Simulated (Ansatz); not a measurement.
# C₃H₂ClF: up Jacob's ladder to CCSD(T)

An exercise on one series of results from a longer session: the logs are not shown, and one member is left open.

The runs use Ansatz 0.2.0, Gaussian basis; functionals in def2-TZVPP, the program's frozen cores in correlated methods.

Levels to be run: LDA (SPW92), PBE-D4, revPBE-D4, BLYP-D4, r2SCAN-D4, B97M-V, PBE0-D4, B3LYP-D4, r2SCANh-D4, r2SCAN0-D4, HSE06-D4, BHLYP-D4, CAM-B3LYP-D4, LC-ωPBE, ωB97X-V, ωB97M-V, B2PLYP, PBE-QIDH; CCSD(T)/def2-SVP; CCSD(T)/def2-TZVPP; MP2/def2-QZVPP; extrapolation to the limit; RPA on PBE.

## The relaxed structure

An earlier PBE0-D4 in a triple-zeta def2 set relaxation fixed the geometry.

SMILES `FC1=CC1Cl`, 7 atoms, charge 0, spin multiplicity 1.

Atoms are counted from 1 here; the program's logs count them from 0.

Bond lengths: F1–C2 1.299 Å, C2–C3 1.288 Å, C2–C4 1.439 Å, C3–C4 1.503 Å, C3–H6 1.075 Å, C4–Cl5 1.797 Å, C4–H7 1.086 Å. Angles: F1–C2–C3 149.0°, F1–C2–C4 144.3°, C3–C2–C4 66.6°, C2–C3–C4 61.5°, C2–C3–H6 154.3°, C4–C3–H6 144.1°, C2–C4–C3 51.9°, C2–C4–Cl5 120.4°, C2–C4–H7 124.6°, C3–C4–Cl5 119.9°, C3–C4–H7 122.9°, Cl5–C4–H7 107.9°.

Coordinates:

```xyz
7
C3H2ClF
F     0.4160   -2.0945   -0.3344
C     0.2548   -0.8514    0.0069
C     0.1547    0.0333    0.9372
C     0.0007    0.4741   -0.4916
Cl   -1.6236    0.9120   -1.1229
H     0.1239    0.3657    1.9593
H     0.7348    1.0928   -1.0002
```

The first run:

Input file in.yaml:

```yaml
crystal:
  periodic: [false, false, false]
  atoms:
    - {symbol: F, position_ang: [0.415953, -2.094463, -0.334423]}
    - {symbol: C, position_ang: [0.254769, -0.851449, 0.006887]}
    - {symbol: C, position_ang: [0.154652, 0.033261, 0.937234]}
    - {symbol: C, position_ang: [0.000685, 0.474118, -0.491641]}
    - {symbol: Cl, position_ang: [-1.623553, 0.912028, -1.122889]}
    - {symbol: H, position_ang: [0.123879, 0.365720, 1.959336]}
    - {symbol: H, position_ang: [0.734815, 1.092786, -1.000205]}
basis:
  gaussian: {orbitals: def2-TZVPP}
hamiltonian: {xc: lda}
output: {orbitals: {seedname: orbitals}}
```

Launch:

```bash
$ ansatz run in.yaml --threads 2 --pin off --events-out ev --progress --plain --max-ram 4352MiB
```

Among the steps run: LDA; PBE-D4 (GGA); revPBE-D4 (GGA); BLYP-D4 (GGA); r2SCAN-D4 (meta-GGA); B97M-V (meta-GGA); B3LYP-D4 (hybrid); r2SCANh-D4 (hybrid); r2SCAN0-D4 (hybrid); HSE06-D4 (hybrid); BHLYP-D4 (hybrid); CAM-B3LYP-D4 (range-separated); LC-ωPBE (range-separated); ωB97X-V (range-separated); ωB97M-V (range-separated); B2PLYP (double hybrid); PBE-QIDH (double hybrid).

One of the session's tables, all rows but one given; the rest of the session is left out.

It belongs to the step «Orbital energies across the functionals». 

| functional | HOMO (eV) | gap (eV) |
| --- | --- | --- |
| LDA (SPW92) | -6.95 | 5.42 |
| PBE-D4 | -6.80 | 5.55 |
| revPBE-D4 | -6.74 | 5.60 |
| BLYP-D4 | -6.65 | 5.53 |
| r2SCAN-D4 | -7.10 | 6.12 |
| B97M-V | -7.19 | 6.33 |
| PBE0-D4 | -8.16 | 7.99 |
| B3LYP-D4 | -7.92 | 7.48 |
| r2SCANh-D4 | -7.61 | 7.01 |
| r2SCAN0-D4 | ? | ? |
| HSE06-D4 | -7.76 | 7.20 |
| BHLYP-D4 | -9.22 | 10.19 |
| CAM-B3LYP-D4 | -9.48 | 10.47 |
| LC-ωPBE | -10.83 | 13.07 |
| ωB97X-V | -10.45 | 12.61 |
| ωB97M-V | -10.32 | 12.36 |

**Question.** Estimate the row for r2SCAN0-D4.

Worked estimate for «HOMO (eV)». Against the share of exact exchange, r2SCAN-D4 (0, -7.10), r2SCANh-D4 (0.1, -7.61) give a slope of -5.10 per unit share; at 0.25 the line stands at -8.37.

The run gave: HOMO (eV): -8.33; gap (eV): 8.30. In «HOMO (eV)» the line misses by -0.04.
